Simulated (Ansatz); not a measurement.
# CH5FN2O: one species, many methods

How much do the methods differ for CH5FN2O? The plan is to run it at one geometry with functionals of several rungs and with coupled cluster, and see how far each lands from CCSD(T) at the basis-set limit for the atomisation energy.

Method: functionals in def2-TZVPP, the program's frozen cores in correlated methods; program: Ansatz 0.2.0, Gaussian basis.

The runs, in order: LDA (SPW92), PBE-D4, revPBE-D4, BLYP-D4, r2SCAN-D4, B97M-V, PBE0-D4, B3LYP-D4, r2SCANh-D4, r2SCAN0-D4, HSE06-D4, BHLYP-D4, CAM-B3LYP-D4, LC-ωPBE, ωB97X-V, ωB97M-V, B2PLYP, PBE-QIDH; CCSD(T)/def2-SVP; CCSD(T)/def2-TZVPP; MP2/def2-QZVPP; extrapolation to the limit; RPA on PBE.

## 1. Structure used throughout

The geometry comes from an earlier relaxation with PBE0-D4 in a triple-zeta def2 set; it is a stationary point, not always the lowest conformer.

SMILES `NC(N)(O)F`, 10 atoms, charge 0, spin multiplicity 1.

Atoms are counted from 1 here; the program's logs count them from 0.

Bond lengths: N1–C2 1.424 Å, N1–H6 1.012 Å, N1–H7 1.011 Å, C2–N3 1.416 Å, C2–O4 1.396 Å, C2–F5 1.379 Å, N3–H8 1.011 Å, N3–H9 1.012 Å, O4–H10 0.962 Å. Angles: C2–N1–H6 109.6°, C2–N1–H7 110.2°, H6–N1–H7 109.3°, N1–C2–N3 108.9°, N1–C2–O4 116.6°, N1–C2–F5 105.8°, N3–C2–O4 109.5°, N3–C2–F5 113.3°, O4–C2–F5 102.8°, C2–N3–H8 110.4°, C2–N3–H9 110.2°, H8–N3–H9 110.0°, C2–O4–H10 106.8°.

## 2. LDA

This LDA is Slater exchange with PW92 correlation.

in.yaml reads:

```yaml
crystal:
  periodic: [false, false, false]
  atoms:
    - {symbol: N, position_ang: [-0.867144, -0.791374, -0.599530]}
    - {symbol: C, position_ang: [-0.062185, 0.291198, -0.142526]}
    - {symbol: N, position_ang: [0.258744, 0.079604, 1.219941]}
    - {symbol: O, position_ang: [1.106209, 0.548806, -0.862007]}
    - {symbol: F, position_ang: [-0.809027, 1.430363, -0.355652]}
    - {symbol: H, position_ang: [-1.096576, -0.654949, -1.575386]}
    - {symbol: H, position_ang: [-0.371283, -1.665823, -0.491740]}
    - {symbol: H, position_ang: [-0.578586, -0.111839, 1.753246]}
    - {symbol: H, position_ang: [0.731719, 0.890048, 1.597592]}
    - {symbol: H, position_ang: [1.771228, -0.067133, -0.540937]}
basis:
  gaussian: {orbitals: def2-TZVPP}
hamiltonian: {xc: lda}
output: {orbitals: {seedname: orbitals}}
```

Started as:

```bash
$ ansatz run in.yaml --threads 4 --pin off --events-out ev --progress --plain --max-ram 10444MiB
```

The runs that follow: PBE-D4 (GGA); revPBE-D4 (GGA); BLYP-D4 (GGA); r2SCAN-D4 (meta-GGA); B97M-V (meta-GGA); B3LYP-D4 (hybrid); r2SCANh-D4 (hybrid); r2SCAN0-D4 (hybrid); HSE06-D4 (hybrid); BHLYP-D4 (hybrid); CAM-B3LYP-D4 (range-separated); LC-ωPBE (range-separated); ωB97X-V (range-separated); ωB97M-V (range-separated); B2PLYP (double hybrid); PBE-QIDH (double hybrid); CCSD(T) in def2-SVP; CCSD(T) in def2-TZVPP; MP2 in def2-QZVPP; RPA on PBE orbitals.

Before running them: what should the planned runs give, taken together? Wanted: atomisation energy, CCSD(T)/CBS; farthest beyond LDA; mean size of error, GGA; mean size of error, meta-GGA; mean size of error, hybrid; mean size of error, range-separated; mean size of error, double hybrid; gap, smallest and largest; T1 diagnostic.

As calculated:

| quantity | value |
| --- | --- |
| atomisation energy, CCSD(T)/CBS | 3707.9 kJ/mol |
| functionals within 18.5 kJ/mol (0.5 %) | revPBE-D4, r2SCAN-D4, B97M-V, PBE0-D4, B3LYP-D4, HSE06-D4, LC-ωPBE, ωB97X-V |
| farthest beyond LDA | BHLYP-D4 (-178.1 kJ/mol) |
| mean size of error, GGA | 55.7 kJ/mol |
| mean size of error, meta-GGA | 12.7 kJ/mol |
| mean size of error, hybrid | 58.2 kJ/mol |
| mean size of error, range-separated | 20.3 kJ/mol |
| mean size of error, double hybrid | 48.3 kJ/mol |
| gap, smallest and largest | 5.82 eV (BLYP-D4), 13.43 eV (LC-ωPBE) |
| T1 diagnostic | 0.0106 |
| triples share of the correlation energy | 3.5 % |

**Reading.** The LDA atomisation energy is off by 706.1 kJ/mol (19 %): it overbinds. PBE-D4 is off by +131.9 kJ/mol. Double hybrids carry the basis error of their MP2 part in triple zeta, and no dispersion term here, so their miss is partly the set-up's. By mean error the best rung here is meta-GGA (12.7 kJ/mol) and the worst beyond LDA is hybrid (58.2 kJ/mol). GGA functionals lie within the reference's doubt of that worst mean (55.7 kJ/mol), so those two tie. The gap between the best rungs is small, so their order is not settled. The mean of the hybrids holds BHLYP, with half exact exchange. The reference freezes the cores and leaves out relativity and excitations past (T), so misses under about 18.5 kJ/mol can't be ranked. Hartree-Fock recovers 65 % of the binding; the rest is correlation. CCSD(T) in def2-SVP is off by -252.2 kJ/mol, more than most functionals: a good method in a small basis is no reference. The gap grows from 5.8 to 13.4 eV across the functionals, mostly with the share of exact exchange.
